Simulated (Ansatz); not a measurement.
Basis-set series for `COCS`. The species carries charge 0 and has multiplicity 1. The geometry is a stationary point of PBE0-D4/def2-TZVP. It is a higher conformer; a search finds a lower one.

| functional | basis | functions | energy (Eh) | HOMO (eV) | LUMO (eV) |
| --- | --- | --- | --- | --- | --- |
| PBE0-D4 | def2-SVP | 90 | -552.65854 | -6.94 | 1.08 |
| PBE0-D4 | def2-TZVPP | 219 | -552.97781 | -7.11 | 0.49 |
| ωB97M-V | def2-SVP | 90 | -552.87039 | -9.17 | 3.00 |
| ωB97M-V | def2-TZVPP | 219 | -553.19637 | -9.37 | 2.24 |

(1) Give the rows for def2-QZVPP. (An estimate is asked.)

Answers

(1) Computed: 
```tsv
functional	basis	functions	energy (Eh)	HOMO (eV)	LUMO (eV)
PBE0-D4	def2-QZVPP	421	-552.99910	-7.15	0.19
ωB97M-V	def2-QZVPP	421	-553.21710	-9.41	1.62
```

Positive LUMOs are unbound and depend on the basis.
